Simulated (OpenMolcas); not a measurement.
**Two attempts at CH2N (SMILES C=[N])**

Wanted: a single-point energy of CH2N, ROMP2/def2-SVP (Cholesky decomposition, electric field 0.005 a.u., field axis x).

The results are computed with OpenMolcas 26.06.

3 further runs of the same task are left out: 3 set aside as unsound or not needed.

## (1) The molecule

CH2N has 4 atoms, charge 0, and is taken as a doublet. As SMILES, `C=[N]`. The coordinates come from a GFN2-xTB relaxation.

Bond lengths: C1–N2 1.214 Å, C1–H3 1.097 Å, C1–H4 1.097 Å. Angles: N2–C1–H3 123.9°, N2–C1–H4 123.9°, H3–C1–H4 112.2°.

## (2) First attempt

Contents of mol.xyz:

```xyz
4

C      0.002710     0.001910    -0.000060
N      0.728320     0.589110     0.775720
H     -0.865040     0.458820    -0.492030
H      0.134020    -1.049840    -0.283630
```

Contents of run.input:

```
* CH2N ROMP2

&GATEWAY
 COORD=mol.xyz
 BASIS=def2-SVP
 GROUP=NoSym

&SEWARD
 MEDIUM

&FFPT
 DIPOLE
 X -0.005

&SCF
 UHF
 SPIN=2
 PRORBITALS=1 1
 Converge=8

&RASSCF
 FILEORB=$Project.UnaOrb
 SPIN=2
 NACTEL=1 0 0
 INACTIVE=7
 RAS2=1
 OUTORBITALS=Canonical
 ORBLISTING=NoCore

&CASPT2
 IPEA=0.0
 FROZEN=2
```

Started as:

```bash
$ export MOLCAS_MEM=1860
$ pymolcas run.input > run.log
```

Standard output:

```text
--- Start Module: gateway ---

                                              &GATEWAY

                       available to each process: 1.9 GB of memory, 1 thread

++    Symmetry information:
      ---------------------

                    Character Table for C1

                             E
                    a        1  x, y, xy, Rz, z, xz, Ry, yz, Rx, I
--

++    Basis set information:
      ----------------------

      Basis set label: C.DEF2-SVP.........

      Electronic valence basis set:
      ------------------
      Associated Effective Charge   6.000000 au
      Associated Actual Charge      6.000000 au
      Nuclear Model: Point charge

      Shell  nPrim  nBasis  Cartesian Spherical Contaminant
         s       7       3        X
         p       4       2        X
         d       1       1                 X

      Basis set label: N.DEF2-SVP.........

[... 112 lines left out ...]
       2   N2         0.72832000   0.58911000   0.77572000
       3   H3        -0.86504000   0.45882000  -0.49203000
       4   H4         0.13402000  -1.04984000  -0.28363000
      -----------------------------------------------------
      Nuclear repulsion energy =   28.02114446

      The following tasks will be executed:
      -------------------------------------

      FFPT    DIPO    COMP    COMP0   X= -0.005000

--- Stop Module: ffpt /rc=_RC_ALL_IS_WELL_ ---

--- Start Module: scf ---

                                                &SCF

                       available to each process: 1.9 GB of memory, 1 thread

 Unidentified key word:8
 >>>>> Input file for module SCF  <<<<<
UHF
SPIN
2
PRORBITALS
1 1
Converge
 ******   Error  *******
8

 ###############################################################################
 ###    ERROR: Error in FindErrorLine                                        ###
 ###############################################################################
--- Stop Module: scf /rc=_RC_INPUT_ERROR_ ---

.####################.
.# User input error #.
.####################.

    Timing: Wall=0.94 User=0.69 System=0.23
```

Wall time 1.2 s (1 thread of Arm Neoverse V1, shared host); peak memory 0.18 GiB.

## (3) Reading the log

The program broke off before the end.

The log says `ERROR: Error in FindErrorLine`. The fault: the input text is malformed or holds a word that the program doesn't know (`Converge=8`).

## (4) Second attempt

mol.xyz is that of step 2.

Edit run.input of step 2 so:

```diff
@@ -1,3 +1 @@
-* CH2N ROMP2
-
 &GATEWAY
@@ -17,4 +15,3 @@
  SPIN=2
- PRORBITALS=1 1
- Converge=8
+ PRORBITALS=1
```

Started as:

```bash
$ export MOLCAS_MEM=1860
$ pymolcas run.input > run.log
```

Standard output:

```text
--- Start Module: gateway ---
[...]
--- Stop Module: gateway /rc=_RC_ALL_IS_WELL_ ---
[...]
      Basis functions           38
[...]
       Convergence after  18 Iterations
[...]
::    Total SCF energy                                -93.3531009128
[...]
      Total spin, S                                     0.5729411566
[...]
--- Start Module: rasscf ---
[...]
      Number of active orbitals                  1
[...]
      Spin quantum number                      0.5
[...]
      Active orbitals                            1
[...]
      Number of CSFs                             1
[...]
      Number of root(s) required                 1
[...]
      Convergence after  8 iterations
[...]
      printout of CI-coefficients larger than  0.05 for root  1
      energy=     -93.344016
      conf/sym  1     Coeff  Weight
             1  u   1.00000 1.00000
      Natural orbitals and occupation numbers for root  1
      sym 1:   1.000000
      ************************************************************************************************************************
      *                                                    Final results                                                     *
[...]
::    RASSCF root number  1 Total energy:    -93.34401554
[...]
      Total electronic charge=   15.000000
      Total            charge=   -0.000000
[...]
      Dipole Moment (debye):
      Origin of the operator (angstrom)=    0.3389    0.2740    0.3598
                   X= -1.3308E+00               Y= -1.2121E+00               Z= -1.5500E+00           Total=  2.3754E+00
      Quadrupole Moment (debye*angstrom):
[...]
--- Stop Module: rasscf /rc=_RC_ALL_IS_WELL_ ---
--- Start Module: caspt2 ---
[...]
 ###    WARNING: User changed nr of frozen orbitals.                         ###
 ###############################################################################
[...]
      E2 (Variational):          -0.2716121169
      Total energy:             -93.6156276577
[...]
      Reference weight:           0.91212
[...]
::    CASPT2 Root  1     Total energy:    -93.61562766
[...]
--- Stop Module: caspt2 /rc=_RC_ALL_IS_WELL_ ---
[...]
```

It took 3.6 s on 1 thread of Arm Neoverse V1, shared host; peak memory 0.18 GiB.

## (5) Summary of results

Level: ROMP2/def2-SVP (Cholesky decomposition, electric field 0.005 a.u., field axis x).

| quantity | value |
| --- | --- |
| total energy | -93.61563 Eh |

**Reading.** This program's gradients are faulty for this kind of reference, so any forces in the log can't be trusted; the energy can.
